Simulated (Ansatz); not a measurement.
Total energies of the cluster C₃H₂ from Ansatz at PBE0-D4/def2-TZVP, gas phase (1 Eh = 27.2114 eV = 2625.5 kJ/mol). The reference geometry is relaxed at r2SCAN-D4/def2-TZVP.

Cartesian coordinates in Å:
```
C -0.022 -0.439 0.494
C 0.063 0.393 -0.529
C -0.700 0.800 0.593
H 0.433 0.629 -1.516
H 0.226 -1.383 0.958
```

| state | geometry | energy (Eh) |
| --- | --- | --- |
| charge 0 singlet | reference | -115.25406 |
| charge 1 doublet | reference | -114.91149 |
| charge 1 doublet | relaxed at r2SCAN-D4/def2-TZVP | -114.92364 |
| charge 0 triplet | relaxed at r2SCAN-D4/def2-TZVP | -115.14734 |
| charge 0 quintet | relaxed at r2SCAN-D4/def2-TZVP | -115.04084 |
| free C atom (triplet) | – | -37.80537 |
| free H atom (doublet) | – | -0.50104 |

Q: Work out the vertical ionisation energy to the doublet.

A: E(charge 1 doublet) − E(charge 0 singlet) = -114.91149 − (-115.25406) = 0.34257 Eh = 9.32 eV. For comparison, −ε of the highest occupied level is 6.76 eV at this level, 2.56 eV less.

Q: How much does the charge 1 doublet relax, and what is the adiabatic ionisation energy?

A: Relaxation: -114.91149 − (-114.92364) = 0.01215 Eh = 0.33 eV. Adiabatic ionisation energy: 0.33042 Eh = 8.99 eV, without zero-point energy. 

Q: Which of the charge 0 states is lowest, and how far above it are the others?

A: The singlet. triplet: -115.14734 − (-115.25406) = 0.10672 Eh = 280.2 kJ/mol; quintet: -115.04084 − (-115.25406) = 0.21322 Eh = 559.8 kJ/mol.

Q: What is the binding energy per atom against free atoms?

A: Atoms: 3 × (-37.80537) + 2 × (-0.50104) = -114.41819 Eh. Binding: -114.41819 − (-115.25406) = 0.83587 Eh = 22.75 eV, or 4.55 eV for each of 5 atoms (no zero-point energy, no counterpoise term).

The structure comes from a short search, and lower isomers may exist.
